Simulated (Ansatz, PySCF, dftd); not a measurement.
Species: COS, charge 0, singlet. COS (SMILES O=C=S).
B3LYP-D3(BJ)/def2-TZVP minimum from Ansatz (a quantum-chemistry and plane-wave program):
```xyz
3

O      0.0000     0.0000    -1.6805
C      0.0000     0.0000    -0.5250
S      0.0000     0.0000     1.0371
```

Property: enthalpy of formation at 298 K (by atomisation, with ideal-gas terms from PySCF's Hessian at B3LYP-D3(BJ)/def2-TZVP and the atoms' measured values of the G2/97 table; no spin-orbit terms), in kcal/mol. Radicals and triplets start from unrestricted determinants; spin-orbit coupling is neglected. Cores are frozen in correlated methods. Rows without X2C or -DK are non-relativistic. CBS(X,Y): correlation extrapolated as X^-3, Hartree-Fock from the larger set (Q,5: extrapolated as (X+1)exp(-9√X)). A bracket is a step between two methods taken in the basis named. The functionals are non-relativistic, so their misses hold any scalar relativity. Double hybrids freeze cores in their MP2 part. '+ core + X2C': CCSD(T) terms for core correlation (cc-pwCVTZ, 1s frozen past Ne) and scalar relativity (cc-pVTZ-DK).

Measured: -33.1 kcal/mol, -138.5 kJ/mol (G2/97 table in ASE (Curtiss et al.)); atomic spin-orbit terms, which the calculations lack, would raise the computed values.

```
level                                                                                                                          program  enthalpy of formation at 298 K (kcal/mol)  error against that value
----------------------------------------------------------------------------------------------------------------------  --------------  -----------------------------------------  ------------------------
HF/cc-pV(D+d)Z                                                                                                                  Ansatz                                       99.8                     132.9
PBE-D4/def2-TZVPD                                                                                                       Ansatz + dftd4                                      -59.9                     -26.8
PBE/def2-TZVPD                                                                                                                  Ansatz                                      -58.8                     -25.7
r2SCAN-D3(BJ)/def2-TZVPD                                                                                                Ansatz + dftd3                                      -42.1                      -9.0
r2SCAN/def2-TZVPD                                                                                                               Ansatz                                      -41.8                      -8.7
PBE0-D3(BJ)/def2-TZVPD                                                                                                  Ansatz + dftd3                                      -38.8                      -5.7
r2SCANh/def2-TZVPD                                                                                                              Ansatz                                      -34.6                      -1.5
B2GP-PLYP-D3(BJ)/def2-TZVPD                                                                                             Ansatz + dftd3                                      -32.6                       0.5
CCSD/CBS(cc-pV(T+d)Z,cc-pV(Q+d)Z)                                                                                               Ansatz                                      -18.8                      14.3
CCSD/CBS(cc-pV(Q+d)Z,cc-pV(5+d)Z)                                                                                               Ansatz                                      -19.0                      14.1
CCSD(T)/cc-pV(5+d)Z                                                                                                             Ansatz                                      -31.1                       2.0
CCSDT(Q)/cc-pV(D+d)Z                                                                                                            Ansatz                                       -4.7                      28.4
CCSDT(Q)/cc-pV(T+d)Z                                                                                                            Ansatz                                      -21.7                      11.4
CCSDTQ/cc-pV(D+d)Z                                                                                                              Ansatz                                       -4.5                      28.6
CCSD(T)/CBS(cc-pV(Q+d)Z,cc-pV(5+d)Z) + [CCSDTQ - CCSD(T)]/cc-pV(D+d)Z + core + X2C                                              Ansatz                                      -35.8                      -2.7
CCSD(T)/CBS(cc-pV(Q+d)Z,cc-pV(5+d)Z) + [CCSDT(Q) - CCSD(T)]/cc-pV(T+d)Z + [CCSDTQ - CCSDT(Q)]/cc-pV(D+d)Z + core + X2C          Ansatz                                      -35.3                      -2.2
```
